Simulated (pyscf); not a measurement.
## Routes from F–CH(F)–Cl (SMILES FC(F)Cl) + H• (SMILES [H])

Candidate steps break at most two bonds and form at most two. Each was searched with GFN2-xTB (tblite) first. Structures and frequencies: ωB97X-D3(BJ)/def2-SVP in PySCF. MP2 and CC: frozen core, UHF for open shells. ΔMP2 is the change of the MP2 total energy from the triple- to the quadruple-zeta basis. Energies: CCSD(T)/def2-TZVPP + ΔMP2(QZVPP), kcal/mol, from the separated reactants, doublet surface.

```csv
products,type,ΔE‡,ΔE,ΔG‡ 298 K,ΔG‡ 900 K,ν‡ (cm⁻¹)
F–CH•–F + HCl,atom transfer,10.8,-19.0,16.8,30.2,1132i
HF + F–CH•–Cl,atom transfer,36.9,-20.4,42.1,54.5,1990i
F–CH₂–F + Cl•,substitution at C,40.6,-21.3,47.9,63.0,1710i
```

Plain bond fissions and candidates not yet searched are not listed, and one of them may be faster. Each barrier is that of the saddle found; lower ones may exist. The CCSD(T) − MP2 part came from Ansatz, without density fitting, on the same reference. A UHF reference is spin-contaminated (<S²> up to 0.86), which harms MP2 most. Left out: orbital degeneracy and the spin-orbit lowering of Cl.
